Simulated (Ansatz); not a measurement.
**[SiH₃···H···S], triplet: transfer scan**

Starting geometry:

| atom | x (Å) | y (Å) | z (Å) |
| --- | --- | --- | --- |
| Si | -1.8435 | 0.0000 | 0.0000 |
| H | -2.3384 | 1.3997 | 0.0000 |
| H | -2.3384 | -0.6999 | 1.2122 |
| H | -2.3384 | -0.6999 | -1.2122 |
| H | -0.3589 | 0.0000 | 0.0000 |
| S | 1.8465 | 0.0000 | 0.0000 |

From there H5 is moved from one fragment to the other while all else, the fragments' distance too, stays fixed, so the hump isn't the reaction's barrier; atoms are numbered as listed. Energies are in kJ/mol, counted from the starting geometry at the same level.

Basis cc-pVDZ; Ansatz 0.2.0. Only valence electrons are correlated (noble-gas cores frozen). R marks a restricted (for open shells ROHF) determinant, U an unrestricted one.

Full CI isn't at hand for all of this; UCCSDT(Q) serves as the reference, and is uncertain by about the last step of the cluster series.

```json
{"distance Si1-H5 (Å)": "1.381", "UMP2": "9.2"}
{"distance Si1-H5 (Å)": "1.485", "UMP2": "0.0"}
{"distance Si1-H5 (Å)": "1.603", "UMP2": "12.6"}
{"distance Si1-H5 (Å)": "1.720", "UMP2": "37.6"}
{"distance Si1-H5 (Å)": "1.838", "UMP2": "64.6"}
{"distance Si1-H5 (Å)": "1.956", "UMP2": "80.5"}
{"distance Si1-H5 (Å)": "2.074", "UMP2": "75.9"}
{"distance Si1-H5 (Å)": "2.192", "UMP2": "58.3"}
{"distance Si1-H5 (Å)": "2.310", "UMP2": "46.4"}
```

Q: Estimate the UCCSDT(Q) curve in cc-pVDZ from this one, knowing how UMP2 errs.

A: The computed UCCSDT(Q) values, in kJ/mol from the starting point, and the error of UMP2 against them:
| distance Si1-H5 (Å) | UCCSDT(Q) | UMP2 less UCCSDT(Q) |
| --- | --- | --- |
| 1.381 | 9.7 | -0.6 |
| 1.485 | 0.0 | 0.0 |
| 1.603 | 11.4 | 1.1 |
| 1.720 | 34.5 | 3.1 |
| 1.838 | 58.3 | 6.2 |
| 1.956 | 72.2 | 8.3 |
| 2.074 | 70.1 | 5.8 |
| 2.192 | 57.1 | 1.2 |
| 2.310 | 48.2 | -1.7 |

The error spans 10.0 kJ/mol and is largest, 8.3 kJ/mol, at 1.956 Å.
